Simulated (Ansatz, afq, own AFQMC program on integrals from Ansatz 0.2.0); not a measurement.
# CHSi (quartet): quantum Monte Carlo beside coupled cluster at angle Si1–C2–H3 = 89.2°, cc-pVDZ

How near does AFQMC come to the top of the ladder for CHSi (quartet)?

Computed with Ansatz 0.2.0, Gaussian basis, and an in-house AFQMC program (afq) on its integrals; all values are calculated. Level: cc-pVDZ, frozen cores.

To be run: PBE (unrestricted); r2SCAN (unrestricted); PBE0 (unrestricted); B3LYP (unrestricted); wB97M-V (unrestricted); B2PLYP (unrestricted); CCSD(T) on UHF; CCSDT(Q) on UHF; Phaseless AFQMC, CISD trial on UHF; Phaseless AFQMC, CISD trial on UHF.

7 further runs of the same task are left out: 7 that didn't finish.

## (1) The system

The geometry derives from a PBE0/def2-TZVP stationary point (not a proven minimum). One angle is set to the value named; bond lengths are kept.

3 atoms, charge 0, spin multiplicity 4.

Atoms are counted from 1 here; the program's logs count them from 0.

Bond lengths: Si1–C2 1.893 Å, C2–H3 1.096 Å. Angles: Si1–C2–H3 89.2°.

## (2) PBE (unrestricted)

in.yaml

```yaml
crystal:
  periodic: [false, false, false]
  atoms:
    - {symbol: Si, position_ang: [0.000000, 0.246162, 0.546778]}
    - {symbol: C, position_ang: [0.000000, -0.607299, -1.142382]}
    - {symbol: H, position_ang: [0.000000, 0.377515, -1.622826]}
basis:
  gaussian: {orbitals: cc-pVDZ}
magnetization: {spin_polarized: true, initial_magnetization: 3}
hamiltonian: {xc: {name: PBE}}
output: {orbitals: {seedname: orbitals}}
```

On the command line:

```console
$ ansatz run in.yaml --threads 1 --pin off --events-out ev --progress --plain --max-ram 1382MiB
```

The program printed:

```text
Functional definition: PBE
  name "PBE"
  cite "Perdew, Burke & Ernzerhof, Phys. Rev. Lett. 77, 3865 (1996) doi:10.1103/PhysRevLett.77.3865"
  parent pbe
  parameter kappa = 0.804
  parameter beta = 0.06672455060314922
  exchange = pbe_x(kappa = kappa, mu = beta*pi^2/3)
  correlation = pbe_c(beta = beta)
362 factors; integrals over basis functions are off by at most 9.3e-4 eV
mean field evaluation 1: about -8913.5212 eV, gradient 2.8e1 eV
mean field evaluation 2: about -8875.5267 eV, gradient 6.2e1 eV
mean field evaluation 4: about -8918.3305 eV, gradient 6.4e0 eV
mean field evaluation 8: about -8918.7092 eV, gradient 7.1e-2 eV
mean field evaluation 16: about -8918.7093 eV, gradient 1.6e-5 eV
mean field evaluation 32: about -8918.6253 eV, gradient 2.4e0 eV
mean field -8918.70931032 eV, -327.7565218360 hartree, gradient 1.6e-5 eV, S^2 3.753487; 4 other end points of the search recorded, 0 dependent functions left out
reference -8918.70933481 eV, -327.7565227361 hartree; 12, 9 occupied and 25, 28 virtual orbitals, 362 factors
Total energy: -8918.70933481 eV, -327.7565227361 hartree
```

Wall time 1.3 s (1 thread of Arm Neoverse V2, shared host).

From the report: ⟨S²⟩ of the determinant 3.753 (pure quartet: 3.75).

## (3) r2SCAN (unrestricted)

in.yaml, as its differences from that of step 2:

```diff
@@ -9,3 +9,2 @@
 magnetization: {spin_polarized: true, initial_magnetization: 3}
-hamiltonian: {xc: {name: PBE}}
-output: {orbitals: {seedname: orbitals}}
+hamiltonian: {xc: {name: r2SCAN}}
```

Launched as before.

The program printed, shortened:

```text
Functional definition: r2SCAN
  name "r2SCAN"
  cite "Furness, Kaplan, Ning, Perdew & Sun, J. Phys. Chem. Lett. 11, 8208 (2020) doi:10.1021/acs.jpclett.0c02405"
  cite "Furness, Kaplan, Ning, Perdew & Sun, J. Phys. Chem. Lett. 11, 9248 (2020) doi:10.1021/acs.jpclett.0c03077"
  parent r2scan
[...]
362 factors; integrals over basis functions are off by at most 9.3e-4 eV
[...]
mean field -8922.77784327 eV, -327.9060376642 hartree, gradient 1.0e-5 eV, S^2 3.757652; 4 other end points of the search recorded, 0 dependent functions left out
reference -8922.77785142 eV, -327.9060379635 hartree; 12, 9 occupied and 25, 28 virtual orbitals, 362 factors
Total energy: -8922.77785142 eV, -327.9060379635 hartree
```

Wall time 3.4 s (1 thread of Arm Neoverse V2, shared host).

From the report: ⟨S²⟩ of the determinant 3.758 (pure quartet: 3.75).

## (4) PBE0 (unrestricted)

in.yaml, as its differences from that of step 3:

```diff
@@ -9,2 +9,3 @@
 magnetization: {spin_polarized: true, initial_magnetization: 3}
-hamiltonian: {xc: {name: r2SCAN}}
+hamiltonian: {xc: {name: PBE0}}
+output: {orbitals: {seedname: orbitals}}
```

Launched as before.

The program printed, shortened:

```text
Functional definition: PBE0
  name "PBE0"
  cite "Adamo & Barone, J. Chem. Phys. 110, 6158 (1999) doi:10.1063/1.478522"
  cite "Perdew, Burke & Ernzerhof, Phys. Rev. Lett. 77, 3865 (1996) doi:10.1103/PhysRevLett.77.3865"
  parent pbe
[...]
362 factors; integrals over basis functions are off by at most 9.3e-4 eV
[...]
mean field -8919.52348906 eV, -327.7864423528 hartree, gradient 3.1e-6 eV, S^2 3.755533; 1 other end points of the search recorded, 0 dependent functions left out
reference -8919.52350748 eV, -327.7864430295 hartree; 12, 9 occupied and 25, 28 virtual orbitals, 362 factors
Total energy: -8919.52350748 eV, -327.7864430295 hartree
```

It took 1.3 s on 1 thread of Arm Neoverse V2, shared host.

From the report: ⟨S²⟩ of the determinant 3.756 (pure quartet: 3.75).

## (5) B3LYP (unrestricted)

in.yaml, as its differences from that of step 4:

```diff
@@ -9,3 +9,2 @@
 magnetization: {spin_polarized: true, initial_magnetization: 3}
-hamiltonian: {xc: {name: PBE0}}
-output: {orbitals: {seedname: orbitals}}
+hamiltonian: {xc: {name: B3LYP}}
```

The command is unchanged.

The program printed, shortened:

```text
Functional definition: B3LYP
  name "B3LYP"
  cite "Stephens, Devlin, Chabalowski & Frisch, J. Phys. Chem. 98, 11623 (1994) doi:10.1021/j100096a001"
  cite "Becke, Phys. Rev. A 38, 3098 (1988) doi:10.1103/PhysRevA.38.3098"
  cite "Lee, Yang & Parr, Phys. Rev. B 37, 785 (1988) doi:10.1103/PhysRevB.37.785"
  cite "Vosko, Wilk & Nusair, Can. J. Phys. 58, 1200 (1980) doi:10.1139/p80-159"
[...]
362 factors; integrals over basis functions are off by at most 9.3e-4 eV
[...]
mean field -8924.68905963 eV, -327.9762735700 hartree, gradient 9.7e-6 eV, S^2 3.754575; 1 other end points of the search recorded, 0 dependent functions left out
reference -8924.68922077 eV, -327.9762794916 hartree; 12, 9 occupied and 25, 28 virtual orbitals, 362 factors
Total energy: -8924.68922077 eV, -327.9762794916 hartree
```

Wall time 1 s (1 thread of Arm Neoverse V2, shared host).

From the report: ⟨S²⟩ of the determinant 3.755 (pure quartet: 3.75).

## (6) wB97M-V (unrestricted)

in.yaml, as its differences from that of step 5:

```diff
@@ -9,2 +9,3 @@
 magnetization: {spin_polarized: true, initial_magnetization: 3}
-hamiltonian: {xc: {name: B3LYP}}
+hamiltonian: {xc: {name: wB97M-V}}
+output: {orbitals: {seedname: orbitals}}
```

Launched as before.

The program printed, shortened:

```text
Functional definition: wB97M-V
  name "wB97M-V"
  cite "Mardirossian & Head-Gordon, J. Chem. Phys. 144, 214110 (2016) doi:10.1063/1.4952647"
  cite "Becke, J. Chem. Phys. 107, 8554 (1997) doi:10.1063/1.475007"
  cite "Vydrov & Van Voorhis, J. Chem. Phys. 133, 244103 (2010) doi:10.1063/1.3521275"
  # Of w^i u^j: cxij and so on, Table III.
[...]
  gx(w, u) = 1 - cx + cx01*u + cx10*w
  gss(w, u) = css00 + css04*u^4 + css10*w + css20*w^2 + css43*w^4*u^3
  gos(w, u) = cos00 + cos10*w + (cos20 + cos21*u)*w^2 + (cos60 + cos61*u)*w^6
[...]
      + integral(e_c_pw_mod_opposite_spin*gos(b97_w_opposite, b97_u_opposite)) + vv10(b, c)
362 factors; integrals over basis functions are off by at most 9.3e-4 eV
122 factors; integrals over basis functions are off by at most 7.6e-6 eV
[...]
mean field -8923.07483469 eV, -327.9169518976 hartree, gradient 2.3e-5 eV, S^2 3.754281; 1 other end points of the search recorded, 0 dependent functions left out
reference -8923.07486156 eV, -327.9169528849 hartree; 12, 9 occupied and 25, 28 virtual orbitals, 362 factors
Total energy: -8923.07486156 eV, -327.9169528849 hartree
```

It took 5.5 s on 1 thread of Arm Neoverse V2, shared host.

From the report: ⟨S²⟩ of the determinant 3.754 (pure quartet: 3.75).

## (7) B2PLYP (unrestricted)

in.yaml, as its differences from that of step 6:

```diff
@@ -9,3 +9,3 @@
 magnetization: {spin_polarized: true, initial_magnetization: 3}
-hamiltonian: {xc: {name: wB97M-V}}
-output: {orbitals: {seedname: orbitals}}
+hamiltonian: {xc: {name: B2PLYP}}
+correlation: {electrons: outside_noble_gas}
```

Same command.

The program printed, shortened:

```text
Functional definition: B2PLYP
  name "B2PLYP"
  cite "Grimme, J. Chem. Phys. 124, 034108 (2006) doi:10.1063/1.2148954"
  cite "Becke, Phys. Rev. A 38, 3098 (1988) doi:10.1103/PhysRevA.38.3098"
  cite "Lee, Yang & Parr, Phys. Rev. B 37, 785 (1988) doi:10.1103/PhysRevB.37.785"
[...]
362 factors; integrals over basis functions are off by at most 9.3e-4 eV
[...]
mean field -8918.08778033 eV, -327.7336810302 hartree, gradient 2.2e-6 eV, S^2 3.758521; 2 other end points of the search recorded, 0 dependent functions left out
6 core orbitals not correlated: weight in the atoms' cores, before any rotation towards them, 1.000 or more for the frozen orbitals, at most 0.000 for the correlated occupied ones
reference -8918.08788299 eV, -327.7336848029 hartree; 6, 3 occupied and 25, 28 virtual orbitals, 362 factors
second order -5.38748675 eV of doubles, -0.00000000 eV of singles
Total energy: -8919.54250442 eV, -327.7871411542 hartree
```

It took 1.4 s on 1 thread of Arm Neoverse V2, shared host.

From the report: ⟨S²⟩ of the determinant 3.759 (pure quartet: 3.75).

## (8) CCSD(T) on UHF

in.yaml, as its differences from that of step 7:

```diff
@@ -9,3 +9,2 @@
 magnetization: {spin_polarized: true, initial_magnetization: 3}
-hamiltonian: {xc: {name: B2PLYP}}
-correlation: {electrons: outside_noble_gas}
+correlation: {method: ccsd_t, electrons: outside_noble_gas, hamiltonian_folder: ham}
```

The command is unchanged.

The program printed, shortened:

```text
Functional definition: HF
  name "HF"
  cite "Fock, Z. Phys. 61, 126 (1930) doi:10.1007/BF01340294"
  parent pbe
[...]
362 factors; integrals over basis functions are off by at most 9.3e-4 eV
[...]
mean field -8903.34134185 eV, -327.1917594115 hartree, gradient 1.9e-6 eV, S^2 3.769880; 14 other end points of the search recorded, 0 dependent functions left out
determinant -8903.34134185 eV, -327.1917594115 hartree, with singles and doubles -8908.38522150 eV, -327.3771185698 hartree
determinant -8903.18945248 eV, -327.1861775801 hartree, with singles and doubles -8908.03016076 eV, -327.3640703281 hartree
determinant -8901.39886069 eV, -327.1203745457 hartree, with singles and doubles -8906.41551126 eV, -327.3047330537 hartree
determinant -8901.04217771 eV, -327.1072666878 hartree, with singles and doubles -8906.32278557 eV, -327.3013254472 hartree
[...]
determinant -8900.61396939 eV, -327.0915303223 hartree, with singles and doubles -8905.40703584 eV, -327.2676722653 hartree
determinant -8900.22432022 eV, -327.0772109794 hartree, with singles and doubles -8905.18299180 eV, -327.2594387988 hartree
determinant -8903.34134185 eV, -327.1917594115 hartree, with singles and doubles -8908.39167769 eV, -327.3773558305 hartree
determinant -8903.18945248 eV, -327.1861775801 hartree, with singles and doubles -8908.03621462 eV, -327.3642928035 hartree
6 core orbitals not correlated: weight in the atoms' cores, before any rotation towards them, 1.000 or more for the frozen orbitals, at most 0.000 for the correlated occupied ones
reference -8903.34134185 eV, -327.1917594115 hartree; 6, 3 occupied and 25, 28 virtual orbitals, 362 factors
second order -4.02599699 eV of doubles, -0.00000000 eV of singles
cycle   1  -5.05033605 eV  change   -2.1e-7 eV  update   2.0e-6
perturbative correction -0.18071025 eV, -0.0066409791 hartree
Total energy: -8908.57238815 eV, -327.3839968172 hartree
```

Run time: 2.6 s. Hardware: 1 thread of Arm Neoverse V2, shared host.

From the report: ⟨S²⟩ of the determinant 3.770 (pure quartet: 3.75); correlation -5.2310 eV; T1 0.049; largest double amplitude 0.07.

This run also writes the integrals to the folder ham.

## (9) CCSDT(Q) on UHF

in.yaml, as its differences from that of step 8:

```diff
@@ -9,2 +9,2 @@
 magnetization: {spin_polarized: true, initial_magnetization: 3}
-correlation: {method: ccsd_t, electrons: outside_noble_gas, hamiltonian_folder: ham}
+correlation: {method: ccsdt_q, electrons: outside_noble_gas}
```

The command is unchanged.

The program printed, shortened:

```text
Functional definition: HF
  name "HF"
  cite "Fock, Z. Phys. 61, 126 (1930) doi:10.1007/BF01340294"
  parent pbe
[...]
697 factors; integrals over basis functions are off by at most 1.8e-7 eV
[...]
mean field -8903.34138257 eV, -327.1917609080 hartree, gradient 2.4e-6 eV, S^2 3.769880; 14 other end points of the search recorded, 0 dependent functions left out
determinant -8903.34138257 eV, -327.1917609080 hartree, with singles and doubles -8908.38526665 eV, -327.3771202289 hartree
determinant -8903.18949739 eV, -327.1861792305 hartree, with singles and doubles -8908.03020954 eV, -327.3640721210 hartree
determinant -8901.39890801 eV, -327.1203762844 hartree, with singles and doubles -8906.41555278 eV, -327.3047345794 hartree
determinant -8901.04222749 eV, -327.1072685171 hartree, with singles and doubles -8906.32281889 eV, -327.3013266718 hartree
[...]
determinant -8900.22437694 eV, -327.0772130637 hartree, with singles and doubles -8905.18305102 eV, -327.2594409752 hartree
determinant -8903.34138257 eV, -327.1917609080 hartree, with singles and doubles -8908.39172299 eV, -327.3773574951 hartree
determinant -8903.18949739 eV, -327.1861792305 hartree, with singles and doubles -8908.03626383 eV, -327.3642946120 hartree
6 core orbitals not correlated: weight in the atoms' cores, before any rotation towards them, 1.000 or more for the frozen orbitals, at most 0.000 for the correlated occupied ones
reference -8903.34138257 eV, -327.1917609080 hartree; 6, 3 occupied and 25, 28 virtual orbitals, 697 factors
second order -4.02601026 eV of doubles, -0.00000000 eV of singles
cycle   1  -4.66034645 eV  change   -6.3e-1 eV  update   8.7e-2
[...]
cycle  22  -5.28387552 eV  change   -2.4e-7 eV  update   2.6e-7
perturbative correction -0.01488741 eV, -0.0005471023 hartree
Total energy: -8908.64014551 eV, -327.3864868542 hartree
```

Wall time 11 s (1 thread of Arm Neoverse V2, shared host).

From the report: ⟨S²⟩ of the determinant 3.770 (pure quartet: 3.75); correlation -5.2988 eV; T1 0.058; largest double amplitude 0.10.

## (10) Phaseless AFQMC, CISD trial on UHF

It reads the integrals that the CCSD(T) run on this determinant wrote.

On the command line:

```console
$ afq ham --method phaseless --trial cisd --walkers 60 --populations 1 --least-time 40 --time-step 0.005 --steps-per-block 50 --equilibration-blocks 28 --max-blocks 300 --target-error 0.00036 --factor-cut 1e-05 --start spin_pure --seed 6238 --release-times 0.24,0.51,0.99,1.62,2.4 --release-step 0.03 --release-every 4 --taylor-order 6
```

The program printed:

```text
orbitals 31  electrons 6 3  factors 231 of 362
reference energy -327.19175941 Eh
CCSD correlation -0.18559626 Eh in 13 cycles, weight of the determinant in the CISD state 0.8453
energy of the start -327.376848 Eh
 block  time / (1/Eh)  mean weight  energy / Eh
     1     0.250  0.9998  -327.375438
     2     0.500  0.9994  -327.375505
     3     0.750  1.0001  -327.377836
     4     1.000  0.9992  -327.377798
     5     1.250  0.9993  -327.378298
     6     1.500  0.9993  -327.381095
     7     1.750  0.9996  -327.384002
     8     2.000  1.0013  -327.380756
     9     2.250  1.0002  -327.383695
    10     2.500  1.0005  -327.379965
    17     4.250  1.0005  -327.386440
    25     6.250  1.0017  -327.393755
    33     8.250  0.9997  -327.381830
    41    10.250  1.0012  -327.383599
    49    12.250  1.0014  -327.383794
    57    14.250  0.9984  -327.387702
    65    16.250  1.0005  -327.388051
    73    18.250  1.0019  -327.388853
    81    20.250  0.9976  -327.386528
    89    22.250  0.9836  -327.388395
    97    24.250  0.9997  -327.381279
   105    26.250  1.0006  -327.393648
   113    28.250  1.0000  -327.386964
   121    30.250  1.0004  -327.382623
   129    32.250  0.9999  -327.387981
   137    34.250  1.0001  -327.381890
   145    36.250  1.0004  -327.378276
   153    38.250  0.9985  -327.387882
   161    40.250  0.9995  -327.384018
   169    42.250  1.0013  -327.384009
   177    44.250  1.0000  -327.385309
   185    46.250  0.9979  -327.385998
   193    48.250  0.9991  -327.383956
   201    50.250  1.0013  -327.379198
   209    52.250  0.9993  -327.393995
   217    54.250  0.9994  -327.388721
   225    56.250  1.0017  -327.390415
   233    58.250  1.0008  -327.379077
   241    60.250  1.0034  -327.382324
   249    62.250  0.9998  -327.388389
   257    64.250  0.9997  -327.390798
   265    66.250  1.0021  -327.387559
   273    68.250  1.0013  -327.382656
   281    70.250  1.0013  -327.387688
   289    72.250  0.9998  -327.394409
   297    74.250  1.0008  -327.388389
   305    76.250  0.9991  -327.390644
   313    78.250  1.0011  -327.381613
   321    80.250  0.9991  -327.386007
blocks merged  error / Eh  count
     1  0.000230  300
     2  0.000274  150
     4  0.000313  75
     8  0.000371  37
    16  0.000345  18
    32  0.000456  9
released: time / (1/Eh)  energy / Eh  error  mean overlap
  0.24  -327.386508  0.000647  0.9954
  0.51  -327.386382  0.000482  0.9856
  0.99  -327.387029  0.000516  0.9629
  1.62  -327.386172  0.000583  0.9630
  2.40  -327.386878  0.000687  0.9605
energy -327.385804 +/- 0.000371 Eh
```

Wall time 4.3 min (1 thread of Arm Neoverse V2, shared host).

Energy -8908.6216 ± 0.0101 eV. Caveats: constraint bias not in the error.

## (11) Phaseless AFQMC, CISD trial on UHF (settings varied)

It reads the integrals that the CCSD(T) run on this determinant wrote.

On the command line:

```console
$ afq ham --method phaseless --trial cisd --walkers 20 --populations 1 --least-time 40 --time-step 0.04 --steps-per-block 10 --equilibration-blocks 8 --max-blocks 50 --target-error 0.00072 --factor-cut 1e-05 --start spin_pure --seed 9252 --release-times 0.5,1,2 --release-step 0.1 --release-every 2 --taylor-order 4
```

The program printed:

```text
orbitals 31  electrons 6 3  factors 231 of 362
reference energy -327.19175941 Eh
CCSD correlation -0.18559626 Eh in 13 cycles, weight of the determinant in the CISD state 0.8453
energy of the start -327.376848 Eh
 block  time / (1/Eh)  mean weight  energy / Eh
     1     0.400  1.0032  -327.375813
     2     0.800  1.0050  -327.377917
     3     1.200  1.0206  -327.380594
     4     1.600  0.9991  -327.382190
     5     2.000  1.0111  -327.380794
     6     2.400  1.0184  -327.388661
     7     2.800  0.9759  -327.387018
     8     3.200  0.9793  -327.381844
     9     3.600  1.0219  -327.378560
    10     4.000  0.9903  -327.381194
    11     4.400  1.0112  -327.391315
    12     4.800  0.9926  -327.382889
    13     5.200  1.0208  -327.384435
    14     5.600  1.0026  -327.384222
    15     6.000  1.0165  -327.383073
    16     6.400  1.0331  -327.378359
    17     6.800  0.9979  -327.384533
    18     7.200  1.0145  -327.402575
    19     7.600  1.0149  -327.387049
    20     8.000  0.9826  -327.384005
    21     8.400  1.0096  -327.381981
    22     8.800  0.9940  -327.383940
    23     9.200  1.0067  -327.376953
    24     9.600  0.9648  -327.379655
    25    10.000  1.0082  -327.386562
    26    10.400  1.0043  -327.381948
    27    10.800  0.9972  -327.380394
    28    11.200  0.9956  -327.382809
    29    11.600  0.9848  -327.381851
    30    12.000  0.9900  -327.383934
    31    12.400  1.0036  -327.385670
    32    12.800  1.0107  -327.375663
    33    13.200  1.0090  -327.367540
    34    13.600  0.9900  -327.376184
    35    14.000  0.9763  -327.379620
    36    14.400  0.9566  -327.379337
    37    14.800  1.0042  -327.379450
    38    15.200  1.0192  -327.383086
    39    15.600  1.0278  -327.382403
    40    16.000  0.9766  -327.381062
    41    16.400  0.9860  -327.381727
    42    16.800  0.9809  -327.388523
    43    17.200  0.9862  -327.388338
    44    17.600  0.9995  -327.386788
    45    18.000  0.9992  -327.382760
    46    18.400  1.0180  -327.380484
    47    18.800  1.0031  -327.377824
    48    19.200  0.9857  -327.377324
    49    19.600  0.9801  -327.380032
    50    20.000  0.9759  -327.384947
    51    20.400  0.9949  -327.380944
    52    20.800  0.9985  -327.383279
    53    21.200  0.9841  -327.378513
    54    21.600  0.9806  -327.375459
    55    22.000  1.0196  -327.388399
    56    22.400  0.9820  -327.402538
    57    22.800  0.9790  -327.384461
    58    23.200  1.0006  -327.398885
blocks merged  error / Eh  count
     1  0.000877  50
     2  0.001040  25
     4  0.001280  12
released: time / (1/Eh)  energy / Eh  error  mean overlap
  0.50  -327.384300  0.000924  0.9978
  1.00  -327.385480  0.000946  0.9811
  2.00  -327.385226  0.001171  0.9848
energy -327.383075 +/- 0.001040 Eh
```

Wall time 8.2 s (1 thread of Arm Neoverse V2, shared host).

Energy -8908.5473 ± 0.0283 eV. The run doesn't count as converged. Caveats: constraint bias not in the error; error not settled.

## (12) AFQMC on the ladder

On the UHF determinant, counted from CCSDT(Q) (a yardstick, not exact):

| level | energy (eV) | from CCSDT(Q) (kJ/mol) | statistical error (kJ/mol) | time |
| --- | --- | --- | --- | --- |
| HF | -8903.3413 | +511.3 |  |  |
| MP2 | -8907.3673 | +122.8 |  |  |
| CCSD | -8908.3917 | +24.0 |  |  |
| CCSD(T) | -8908.5724 | +6.5 |  |  |
| CCSDT(Q) | -8908.6401 | 0.0 |  |  |
| Phaseless AFQMC, CISD trial, step 0.005, 60 walkers | -8908.6216 | +1.8 | 1.0 | 4.3 min |

The functionals' totals stand on their own zeros and serve differences with other points: PBE -8918.709 eV; r2SCAN -8922.778 eV; PBE0 -8919.524 eV; B3LYP -8924.689 eV; wB97M-V -8923.075 eV; B2PLYP -8919.543 eV.

## (13) Outcome

```
                                        quantity              value
                    CCSD(T) on UHF from CCSDT(Q)        +6.5 kJ/mol
Phaseless AFQMC, CISD trial on UHF from CCSDT(Q)  +1.8 ± 1.0 kJ/mol
```

In words: On UHF the phaseless walk with the CISD trial lies +1.8 kJ/mol from CCSDT(Q), within three error bars. Error bars are statistical and leave out the constraint, the time step and what remains of the start.
